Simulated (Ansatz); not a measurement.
Input for Ansatz (development build ahead of 0.2.0):

```yaml
crystal:
  periodic: [false, false, false]
  atoms:
    - { symbol: C, position_ang: [0.0, 0.0, -0.44186] }
    - { symbol: C, position_ang: [0.0, 1.22987, 0.19603] }
    - { symbol: C, position_ang: [0.0, -1.22987, 0.19603] }
    - { symbol: H, position_ang: [0.0, 0.0, -1.53887] }
    - { symbol: H, position_ang: [0.0, 2.16411, -0.36908] }
    - { symbol: H, position_ang: [0.0, 1.2985, 1.2879] }
    - { symbol: H, position_ang: [0.0, -2.16411, -0.36908] }
    - { symbol: H, position_ang: [0.0, -1.2985, 1.2879] }
basis:
  gaussian: { orbitals: cc-pVDZ }
magnetization:
  spin_polarized: true
  initial_magnetization: 1
hamiltonian:
  xc: hf
correlation:
  method: mp2
  frozen_orbitals: { C: 1, H: 0 }
```

The input is written out in the form of the current development build from the run's settings.

Output:

```yaml
Converged: yes
Reference_energy: -116.47863 hartree
Correlation_energy: -0.37024 hartree
Total_energy: -116.84887 hartree
Spin_squared_of_the_determinant: 0.958
```

Caution: the unrestricted determinant is spin contaminated.
